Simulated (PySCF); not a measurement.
# SiH2SF (SMILES F[SiH]S): UCCSD(T)/STO-3G

What is the vertical doublet–quartet gap of SiH2SF at UCCSD(T)/STO-3G? The job is set up through a Python script.

Program for the calculation: PySCF 2.14.0.

5 further runs of the same task are left out: 1 that didn't finish, 4 set aside as unsound or not needed.

**1. The structure to begin with**

SiH2SF: 5 atoms, total charge 0, spin state doublet. As SMILES, `F[SiH]S`. Geometry: relaxed at PBE0-D4/def2-TZVP. This is one conformer, not always the lowest.

Bond lengths: F1–Si2 1.603 Å, Si2–S3 2.122 Å, Si2–H4 1.489 Å, S3–H5 1.344 Å. Angles: F1–Si2–S3 112.5°, F1–Si2–H4 107.6°, S3–Si2–H4 105.3°, Si2–S3–H5 95.0°.

**2. A single-point energy at UCCSD(T)/STO-3G**

Contents of job.py:

```python
from pyscf import gto, scf, cc

mol = gto.M(
    atom='''
F       -1.242300      -0.527200       1.134200
Si      -0.629400      -0.168000      -0.303300
S        1.400700       0.438500      -0.191800
H       -0.621800      -1.416500      -1.115500
H        1.142700       1.599500       0.435000
''',
    verbose=3,
    spin=1,
    basis='sto-3g',
    max_memory=1860,
)

myscf = scf.UHF(mol)
myscf.conv_tol = 1e-10
myscf.kernel()
if not myscf.converged:
    myscf = myscf.newton().run(myscf.mo_coeff, myscf.mo_occ)

mycc = cc.CCSD(myscf, frozen=11)
mycc.kernel()
e_t = mycc.ccsd_t()
e_final = mycc.e_tot + e_t
print('Final energy', e_final)
```

On the command line:

```
$ OMP_NUM_THREADS=1 python job.py
```

What it wrote:

```text
converged SCF energy = -777.961251345805  <S^2> = 0.75374597  2S+1 = 2.0037425
E(UCCSD) = -778.05207559164  E_corr = -0.09082424583472609
UCCSD(T) correction = -0.00313210805777301
Final energy -778.0552076996978
```

It took 1 s on 1 thread of Arm Neoverse V1, shared host; peak memory 0.1 GiB.

**3. The quartet, same level**

Contents of start.xyz:

```xyz
5
FH2SSi
F     -1.242300    -0.527200     1.134200
Si    -0.629400    -0.168000    -0.303300
S      1.400700     0.438500    -0.191800
H     -0.621800    -1.416500    -1.115500
H      1.142700     1.599500     0.435000
```

Contents of run.py:

```python
from pyscf import gto, cc

system = gto.Mole()
system.atom = 'start.xyz'
system.max_memory = 1860
system.basis = 'sto-3g'
system.verbose = 3
system.spin = 3
system.build()

mf = system.UHF()
mf.conv_tol = 1e-10
mf.kernel()
if not mf.converged:
    mf = mf.newton().run(mf.mo_coeff, mf.mo_occ)

mycc = cc.CCSD(mf, frozen=11)
mycc.kernel()
e_t = mycc.ccsd_t()
e_tot = mycc.e_tot + e_t
print('E = %.10f Eh' % e_tot)
```

On the command line:

```
$ OMP_NUM_THREADS=1 python run.py
```

What it wrote:

```text
WARN: HOMO 0.255924835813228 >= LUMO -0.31151502121698

WARN: HOMO 0.119406578763791 >= LUMO 0.0803461198980356

converged SCF energy = -777.6613609086  <S^2> = 3.7601297  2S+1 = 4.0050616
E(UCCSD) = -777.735758400868  E_corr = -0.07439749226817056
UCCSD(T) correction = -0.00234929159229479
E = -777.7381076925 Eh
```

Wall time 1.3 s (1 thread of Arm Neoverse V1, shared host); peak memory 0.12 GiB.

**4. Results**

Level: UCCSD(T)/STO-3G, 11 core orbitals frozen.

```
                                                           quantity          value
                                              doublet: total energy  -778.05521 Eh
                      doublet: dipole moment (Hartree–Fock density)         1.60 D
doublet: HOMO energy (Hartree–Fock orbitals) (highest over α and β)       -6.00 eV
 doublet: LUMO energy (Hartree–Fock orbitals) (lowest over α and β)        5.44 eV
              doublet: correlation energy (11 core orbitals frozen)      -94.0 mEh
                                            doublet: (T) correction      -3.13 mEh
                         doublet: ⟨S²⟩ of the reference determinant          0.754
                                             doublet: T1 diagnostic          0.015
                                              quartet: total energy  -777.73811 Eh
                      quartet: dipole moment (Hartree–Fock density)         3.93 D
              quartet: correlation energy (11 core orbitals frozen)      -76.7 mEh
                                            quartet: (T) correction      -2.35 mEh
                         quartet: ⟨S²⟩ of the reference determinant          3.760
                                             quartet: T1 diagnostic          0.021
                   vertical energy of the quartet above the doublet       8.629 eV
```

What this shows: At this shape the quartet lies 8.63 eV (833 kJ/mol) above the doublet. In a minimal basis such a difference can be off by several eV, whatever the method. Mulliken charges (doublet) of the mean-field density run from -0.32 on F1 to +0.63 on Si2. The triples (doublet) make up 3.3 % of the correlation energy. Mulliken charges (quartet) of the mean-field density run from -0.35 on F1 to +0.31 on Si2. The triples (quartet) make up 3.1 % of the correlation energy.
